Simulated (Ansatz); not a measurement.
Reaction (SMILES): O (H2O) + H+ → [OH3+]
B3LYP-D3(BJ)/def2-TZVP geometries, fixed; electronic energies without zero-point terms; positive where energy is released.
Largest species:
```xyz
4

O      0.0646     0.0016     0.0270
H      0.0018     0.8028    -0.5358
H      0.0191    -0.8364    -0.4814
H     -0.5378     0.0209     0.8012
```
Charge +1, spin multiplicity 1.

Basis-set convergence of the proton affinity at HF with Ansatz (an electronic-structure program). All functions are spherical. No added dispersion term, no relativity. Functions are those of the species that has most. Reference: the value in aug-pcseg-3, 175.62 kcal/mol, itself unsure by roughly 0.10 kcal/mol (its mean distance from aug-cc-pVQZ, cc-pV5Z, def2-QZVPPD).

```csv
basis,functions,proton affinity (kcal/mol)
6-31G,15,178.67
cc-pVDZ,29,178.67
def2-SVP,29,[?]
"6-311++G(2d,2p)",57,[?]
def2-TZVPPD,91,[?]
aug-cc-pVTZ,115,[?]
cc-pVQZ,145,176.10
def2-QZVPP,147,175.68
pcseg-3,159,175.64
```

### Question
Some entries are withheld; supply them.

### Answer

- def2-SVP, proton affinity (kcal/mol): 179.24
- 6-311++G(2d,2p), proton affinity (kcal/mol): 174.59
- def2-TZVPPD, proton affinity (kcal/mol): 175.36
- aug-cc-pVTZ, proton affinity (kcal/mol): 175.28
